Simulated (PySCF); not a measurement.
# Where the electron goes

Species: C5H10O.
Z-matrix (Å and degrees, PBE0-D3(BJ)/def2-SVP geometry), rows numbered from 1:
```
C 
C   1  1.4943
C   2  1.3404  1  122.69
O   3  1.3441  2  128.48  1   179.98
C   4  1.4065  3  118.00  2    -0.16
C   5  1.5084  4  108.46  3  -179.79
H   1  1.1033  2  111.72  3  -120.34
H   1  1.1033  2  111.72  3   120.38
H   1  1.1009  2  111.52  3     0.01
H   2  1.0941  1  117.22  3   179.96
H   3  1.0955  2  121.16  1    -0.05
H   5  1.1072  4  109.72  3    58.77
H   5  1.1071  4  109.70  3   -58.36
H   6  1.0998  5  110.41  4  -179.94
H   6  1.0999  5  110.64  4    59.97
H   6  1.0999  5  110.64  4   -59.85
```

Theory: TDDFT wB97X-D/def2-SVPD, vertical, gas phase, core orbitals frozen in the response in PySCF 2.14.0, density-fitted response routines.

Frontier orbitals with the atoms that hold most of them (Löwdin shares over 4%, at most four atoms; ? is withheld):

```json
{"orbital": "HOMO-3", "ε (eV)": "-12.11", "atoms": "C2 23%, C1 21%, O4 13%, H10 11%"}
{"orbital": "HOMO-2", "ε (eV)": "-11.22", "atoms": "O4 35%, C5 14%, C3 10%, C2 10%"}
{"orbital": "HOMO-1", "ε (eV)": "-11.17", "atoms": "?"}
{"orbital": "HOMO", "ε (eV)": "-8.15", "atoms": "?"}
{"orbital": "LUMO", "ε (eV)": "2.46", "atoms": "C6 18%, C5 17%, H12 8%, H13 8%"}
{"orbital": "LUMO+1", "ε (eV)": "2.85", "atoms": "C1 29%, C6 10%, H7 10%, H9 9%"}
{"orbital": "LUMO+2", "ε (eV)": "2.85", "atoms": "C3 32%, C2 31%, O4 12%, H11 7%"}
```

(1) Which atoms hold the HOMO, and with what shares?

(2) Give the leading atoms of the HOMO-1.

(3) How does S1 compare with the orbital gap of 10.61 eV?

Results:

(1) C2 (bonded to 2 C and H) 33%; O4 (bonded to 2 C) 24%; C3 (bonded to C, O and H) 22%; C1 (bonded to C and 3 H) 8%. By element: carbon 63% or more, oxygen 24%.

(2) C5 (bonded to C, O and 2 H) 23%; O4 (bonded to 2 C) 20%; C6 (bonded to C and 3 H) 11%; H12 (bonded to C) 10%. By element: carbon 34% or more, oxygen 20%, hydrogen 10% or more.

(3) S1 is at 6.52 eV (f = 0.028), 4.08 eV below the gap, made of HOMO→LUMO (73%), HOMO→LUMO+1 (15%). Without the coupling terms of the response equations the lowest excitation would equal the gap.

Next come S2 at 6.87 eV (f 0.0001), HOMO→LUMO+3 (90%); S3 at 6.96 eV (f 0.369), HOMO→LUMO+2 (95%); S4 at 7.25 eV (f 0.012), HOMO→LUMO+1 (69%), HOMO→LUMO+4 (15%); S5 at 8.00 eV (f 0.028), HOMO→LUMO+5 (91%).

Löwdin shares depend on the basis, the more so with diffuse functions.

One conformer stands for the species.
